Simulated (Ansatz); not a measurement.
Input for Ansatz (development build ahead of 0.2.0):

```yaml
crystal:
  periodic: [false, false, false]
  atoms:
    - { symbol: C, position_ang: [0.0393, -0.03087, -0.00157] }
    - { symbol: F, position_ang: [0.79388, 0.79593, 0.75718] }
    - { symbol: F, position_ang: [0.74483, -0.76682, -0.71239] }
    - { symbol: F, position_ang: [-0.73214, 0.74425, -0.79846] }
    - { symbol: F, position_ang: [-0.77938, -0.73767, 0.79996] }
basis:
  gaussian: { orbitals: STO-3G }
hamiltonian:
  xc: hf
correlation:
  method: mp2
  frozen_orbitals: { C: 1, F: 1 }
```

The input is written out in the form of the current development build from the run's settings.

Results

* Converged: yes
* Reference energy: -429.56051 hartree
* Correlation energy: -0.10988 hartree
* Total energy: -429.67040 hartree
* Spin squared of the determinant: 0.000
